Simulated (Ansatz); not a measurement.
Input file for Ansatz (a program for electronic structure): R-MP2/aug-cc-pVTZ on H2O (SMILES O).

Ansatz 0.2 input:
```yaml
crystal:
  periodic: [false, false, false]
  atoms:
    - {symbol: O, position_ang: [0.00000000, 0.00000000, -0.06555155]}
    - {symbol: H, position_ang: [0.00000000, -0.75670946, 0.52017534]}
    - {symbol: H, position_ang: [0.00000000, 0.75670946, 0.52017534]}
basis:
  gaussian:
    orbitals: aug-cc-pVTZ
magnetization: {spin_polarized: false}
correlation: {method: mp2, electrons: outside_noble_gas}
scf: {lower_state_search: off}
```

Q: What total energy does the run end on?

A: -76.3290 hartree.
